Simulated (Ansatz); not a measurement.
# C₃H₅FS: how energies converge with the basis set

How large a basis does C₃H₅FS need? Two functionals are run in growing sets.

Method: one geometry, several basis sets; program: Ansatz 0.2.0, Gaussian basis.

The runs, in order: PBE0-D4/def2-SVP; ωB97M-V/def2-SVP; PBE0-D4/def2-QZVPP; ωB97M-V/def2-QZVPP; the functionals' def2-TZVPP values are taken from earlier runs.

**1. Structure used throughout**

The geometry comes from an earlier relaxation with PBE0-D4 in a triple-zeta def2 set; it is a stationary point, not always the lowest conformer.

10 atoms, charge 0, spin multiplicity 1.

Atoms are counted from 1 here; the program's logs count them from 0.

Bond lengths: C1–C2 1.324 Å, C1–H6 1.080 Å, C1–H7 1.082 Å, C2–F3 1.343 Å, C2–S4 1.742 Å, S4–C5 1.803 Å, C5–H8 1.088 Å, C5–H9 1.090 Å, C5–H10 1.090 Å. Angles: C2–C1–H6 119.9°, C2–C1–H7 120.4°, H6–C1–H7 119.6°, C1–C2–F3 120.2°, C1–C2–S4 125.2°, F3–C2–S4 114.5°, C2–S4–C5 100.6°, S4–C5–H8 110.8°, S4–C5–H9 106.0°, S4–C5–H10 111.0°, H8–C5–H9 109.1°, H8–C5–H10 110.5°, H9–C5–H10 109.3°.

**2. PBE0-D4 in def2-SVP**

The input, in.yaml:

```yaml
crystal:
  periodic: [false, false, false]
  atoms:
    - {symbol: C, position_ang: [1.671830, -0.424316, 1.161613]}
    - {symbol: C, position_ang: [0.848562, 0.202566, 0.336225]}
    - {symbol: F, position_ang: [1.297143, 0.665528, -0.842431]}
    - {symbol: S, position_ang: [-0.810087, 0.603796, 0.686292]}
    - {symbol: C, position_ang: [-1.600917, 0.126470, -0.862545]}
    - {symbol: H, position_ang: [1.295497, -0.841982, 2.083267]}
    - {symbol: H, position_ang: [2.725103, -0.507957, 0.926655]}
    - {symbol: H, position_ang: [-1.170005, 0.672128, -1.700024]}
    - {symbol: H, position_ang: [-2.651005, 0.400836, -0.760289]}
    - {symbol: H, position_ang: [-1.523022, -0.948167, -1.025861]}
basis:
  gaussian: {orbitals: def2-SVP}
hamiltonian: {xc: pbe0, dispersion: d4}
output: {orbitals: {seedname: orbitals}}
```

The runs that follow: ωB97M-V in def2-SVP; PBE0-D4 in def2-QZVPP; ωB97M-V in def2-QZVPP.

**Question.** What will the summary of the whole plan be? Wanted: PBE0-D4: double and triple zeta above quadruple; ωB97M-V: double and triple zeta above quadruple.

As calculated:

```
                                       quantity           value
PBE0-D4: double and triple zeta above quadruple  11.35, 0.65 eV
ωB97M-V: double and triple zeta above quadruple  11.56, 0.62 eV
```

PBE0-D4 gains 10.71 eV from double to triple zeta, then 0.65 eV more. Total energies overstate the basis error of differences, where much of it tends to cancel. The LUMO of ωB97M-V is positive and keeps falling with the basis (2.26 to 1.56 eV): an unbound level that the basis holds in place.
